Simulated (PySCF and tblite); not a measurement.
The numbers below are computed, except where a source is named.
**Barrier and rate of a rearrangement**

System: C2H2ClN3, numbered as in [Cl:1][c:2]1[n:3][cH:4][n:5][nH:6]1.

Motion: shift of H on N6 from N6 to N5. The path came from a restrained scan, a climbing-image band and a saddle search at GFN2-xTB; energies are PBE0/pcSseg-1 + D3(BJ)//B3LYP-D3(BJ)/def2-SVP, thermal terms GFN2-xTB. Rate constants are transition-state-theory values, counting equivalent paths, without tunnelling. (PySCF 2.14 with density fitting, tblite 0.8.)

| point | symmetry | E(GFN2) kcal/mol | E(DFT) kcal/mol | ZPE change kcal/mol | lowest mode cm⁻¹ | dipole D |
| --- | --- | --- | --- | --- | --- | --- |
| start | Cs | 0.0 | 0.0 | 0.00 | 244 | 2.20 |
| saddle | C1 | 45.3 | 53.2 | -4.62 | 1701i | 1.81 |
| end | Cs | 0.1 | -0.4 | -0.01 | 253 | 4.31 |

```
Electronic barrier             : 53.2 kcal/mol
Barrier with zero-point energy : 48.5 kcal/mol
ΔH‡ (298 K)                    : 48.8 kcal/mol
ΔS‡ (298 K, symmetry apart)    : 1.9 cal/(mol K)
Paths                          : 2 equivalent paths
End point                      : a different minimum
Cost                           : 89 s on 1 thread of Intel Xeon Platinum 8375C @ 2.90GHz (shared host) (rough), peak memory 0.55 GiB, launched as `OMP_NUM_THREADS=1 python ens_run.py task.json out`
```

```tsv
T/K	ΔG‡ kcal/mol	k s⁻¹	ΔG kcal/mol	k back s⁻¹
500	47.9	2.4×10⁻⁸	-0.4	1.7×10⁻⁸
```

ΔG and ΔG‡ leave out symmetry numbers and mirror images; rates count paths: 2 out, 2 back.

Tunnelling of the moving H, left out here, will speed the real process. In real samples such hydrogens mostly exchange between molecules or through solvent, far faster than by this path.
